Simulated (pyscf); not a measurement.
Addition: acetonitrile (H₃C–C≡N) + methyl (CH₃•) → H₃C–C(CH₃)=N•

Gas phase, doublet surface, charge 0. Bonds broken: none. Bonds formed: C2–C7. Single points on ωB97X-D3(BJ)/def2-SVP structures (PySCF, gas phase).

Transition state (Å):

```xyz
10

C     -2.0751     0.3145    -0.3232
C     -1.1627    -0.6310     0.3631
N     -0.9114    -1.5590     1.0374
H     -3.1146     0.0222    -0.1155
H     -1.9013     0.2949    -1.4080
H     -1.9063     1.3387     0.0372
C      0.7795     0.2150    -0.2535
H      0.6973     0.1072    -1.3396
H      0.6888     1.2272     0.1530
H      1.4756    -0.4561     0.2537
```

One imaginary mode, 553i cm⁻¹; descent along it reached the two sides named.

| bond | change | reactant side (Å) | saddle | product side |
|---|---|---|---|---|
| C2–C7 | forms | 3.5 | 2.206 | 1.518 |

Electronic energies relative to the separated reactants (kJ/mol):

```tsv
level	barrier	reaction energy	reverse barrier
ωB97X-D3(BJ)/def2-TZVP	35.0	-97.1	132.1
PBE/def2-TZVP	25.4	-90.9	116.3
r²SCAN/def2-TZVP	29.6	-90.2	119.8
B3LYP-D3(BJ)/def2-TZVP	31.5	-84.9	116.4
PBE0-D3(BJ)/def2-TZVP	29.7	-103.9	133.6
M06-2X/def2-TZVP	39.8	-80.3	120.0
ωB97M-D3(BJ)/def2-TZVP	38.9	-84.3	123.2
HF/def2-TZVP	73.0	-70.8	143.9
```

With ωB97M-D3(BJ)/def2-TZVP energies and thermal terms (ideal gas, 1 atm, RRHO with modes under 100 cm⁻¹ raised to 100, one conformer, R ln 2 for rigid chiral ones), in kJ/mol:

```csv
T (K),ΔH‡,ΔG‡,ΔH,ΔG
298,44.6,80.9,-67.6,-25.2
600,45.0,117.7,-68.8,+18.5
900,46.7,153.8,-66.5,+61.7
1200,49.0,189.1,-62.7,+103.9
```

This is the saddle that the search found; another between the same sides may lie lower.
